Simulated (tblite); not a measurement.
Compound: CH6NSi (doublet state).
Z-matrix (Å and degrees, GFN2-xTB geometry), rows numbered from 1:
```
C 
N   1  1.4469
Si  2  1.7177  1  122.55
H   1  1.0881  2  108.86  3   -36.04
H   1  1.0920  2  110.11  3  -154.90
H   1  1.0968  2  112.73  3    83.94
H   2  1.0084  1  111.40  3  -149.81
H   3  1.4563  2  107.61  1    56.80
H   3  1.4638  2  117.40  1   -71.26
```

Computed geometry: GFN2-xTB, gas phase. This method treats the open shell by occupation alone, without spin polarisation.

Masses are those of the commonest isotopes; rigid-rotor values at the optimised geometry. The values belong to one conformer with, in the numbering `[CH3:1][NH:2][SiH2:3]`, C1–N2–Si3–H 57° and -71°.

**Question.** What are A, B and C (MHz)?

**Answer.** Ia = 15.48, Ib = 92.23, Ic = 98.59 u·Å²; 505379 MHz·u·Å²/I gives A = 32642, B = 5480, C = 5126 MHz.

**Question.** What kind of rotor is it?

**Answer.** A near-prolate asymmetric top. Ray's parameter κ = (2B − A − C)/(A − C) = -0.974; −1 is the prolate and +1 the oblate limit.

**Question.** Is it planar, by Δ = Ic − Ia − Ib?

**Answer.** Not planar: Δ = Ic − Ia − Ib = -9.13 u·Å². For a rigid frame Δ = −2 Σ m c², so Σ m c² = 4.56 u·Å² lies off the ab plane: 4.45 from hydrogen and 0.12 from heavier atoms. The atom farthest from that plane is 1.30 Å away.

**Question.** Give the other two planar moments, Paa and Pbb, and the rms extents of the mass along the axes.

**Answer.** Paa = Σ m a² = (Ib + Ic − Ia)/2 = 87.67 and Pbb = Σ m b² = (Ia + Ic − Ib)/2 = 10.92 u·Å². With the mass M = 60.03 u, the rms extents √(P/M) along a, b and c are 1.21, 0.43, 0.28 Å.

**Question.** Give the coordinates in the principal-axis frame, origin at the centre of mass.

**Answer.** The sense of each axis is arbitrary; atoms in the order of the calculation.
```csv
atom,mass (u),a (Å),b (Å),c (Å)
C1,12.000,-1.664,-0.323,0.041
N2,14.003,-0.505,0.535,-0.083
Si3,27.977,1.102,-0.065,-0.002
H4,1.008,-1.448,-1.276,-0.437
H5,1.008,-2.522,0.130,-0.460
H6,1.008,-1.936,-0.519,1.085
H7,1.008,-0.696,1.463,0.264
H8,1.008,1.244,-1.085,-1.032
H9,1.008,1.588,-0.515,1.303
```

For this open shell read J as N, the rotation without spin; fine and hyperfine splittings come on top. Its GFN2-xTB frequencies are all real (lowest 134 cm⁻¹). Zero-point vibration and centrifugal distortion are left out.

On one thread of an Arm Neoverse V1, shared host with 32 logical CPUs at a one-minute load of 8.1, this took 0.16 s of wall time. This is the geometry optimisation.
